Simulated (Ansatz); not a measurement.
System: 1T (CdI2-type) PtS₂. Method: r²SCAN-D4 (Ansatz, a quantum-chemistry and plane-wave program, PAW).

Settings: plane-wave cutoff 500 eV, 18×18×8 k mesh (along the axes of the cell as run), Fermi–Dirac smearing 0.05 eV, scalar-relativistic PAW data made under PBE.

Cell (relaxed at this level):

```
CELL_PARAMETERS angstrom
      1.77540    -3.07509     0.00000
      1.77540     3.07509     0.00000
      0.00000     0.00000     5.20154
ATOMIC_POSITIONS crystal
  Pt 0.00000 0.00000 0.00000
  S  0.33333 0.66667 0.23564
  S  0.66667 0.33333 0.76436
```

### Question
Estimate the band gap that the calculation returns.

### Answer

band gap: 0.95 eV (on the SCF k mesh)

Measured, for comparison: band gap 0.7 eV (temperature not stated, not corrected to a static lattice, bulk, cited; as tabulated in Two-dimensional noble-metal chalcogenides and phosphochalcogenides, Angew. …).

Spin–orbit coupling is not included.

Static lattice: no zero-point or thermal effects.
